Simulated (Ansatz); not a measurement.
fcc Cu, treated with PBE-D4 (plane waves, PAW; Ansatz, a quantum-chemistry and plane-wave program).

Run with plane-wave cutoff 500 eV, 34×34×34 k mesh, Fermi–Dirac smearing 0.1 eV, no spin polarisation, scalar-relativistic PAW data made under PBE.

Computed at the level's own relaxed cell.

Task: Predict the volume per atom and lattice parameter a.

Result: 
volume per atom: 11.40 Å³/atom
lattice parameter a: 3.573 Å

Measured, for comparison: equilibrium volume per atom 11.62 Å³/atom, lattice constant a 3.595 Å (low-temperature or extrapolated to 0 K; zero-point anharmonic expansion removed; as tabulated in Csonka et al. (2009), arXiv:0903.4037). Computed (rounded) less measured: equilibrium volume per atom -1.9 %, lattice constant a -0.6 %.

Computing time: around 80 core-seconds (rough).
